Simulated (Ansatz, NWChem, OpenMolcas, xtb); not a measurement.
**Ligand exchange: MgHCl + BH2(NH2) → MgH(NH2) + BH2Cl**

Species: MgHCl `[MgH][Cl]`, singlet; BH2(NH2), singlet; MgH(NH2), singlet; BH2Cl `BCl`, singlet. The partners trade Cl for NH2: Mg–Cl and B–NH2 bonds give way to Mg–NH2 and B–Cl.

Shapes, held fixed at every level: PBE0-D4/def2-TZVP. Programs: Ansatz 0.2.0, NWChem 7.3.0, OpenMolcas 26.06, xtb 6.7.1. A level may come from different programs for different species; with the same settings they agree closely. The zero-point and thermal change to 298 K, harmonic and unscaled (PBE0-D4/def2-TZVP), is -10.1 kJ/mol.

Question: Estimate ΔH(298 K) of this reaction.

Answer: The highest level, CCSD(T)/def2-TZVPP, gives ΔH(298 K) = +184.1 kJ/mol; the levels span +184.1 to +206.6. The column of differences is taken from that level and isn't an error. No measured value is set beside it here. Outer-core shells of Mg are correlated in most correlated rows, in sets that cover them unevenly.

| level | kind | ΔH(298 K) (kJ/mol) | less CCSD(T)/def2-TZVPP |
| --- | --- | --- | --- |
| GFN1-xTB | semi-empirical | +206.6 | +22.5 |
| PBE-D4/def2-TZVPP | GGA | +186.2 | +2.1 |
| B3LYP/6-31G* (Cartesian functions) | global hybrid | +196.8 | +12.7 |
| PBE0/def2-SVP | global hybrid | +203.4 | +19.3 |
| B3LYP-D4/def2-TZVPP | global hybrid | +191.0 | +6.9 |
| MP2/def2-SVP | perturbation theory | +197.5 | +13.4 |
| CCSD/def2-SVP | coupled cluster or CI | +199.4 | +15.3 |
| CCSD(T)/def2-TZVPP | coupled cluster or CI | +184.1 | 0.0 |
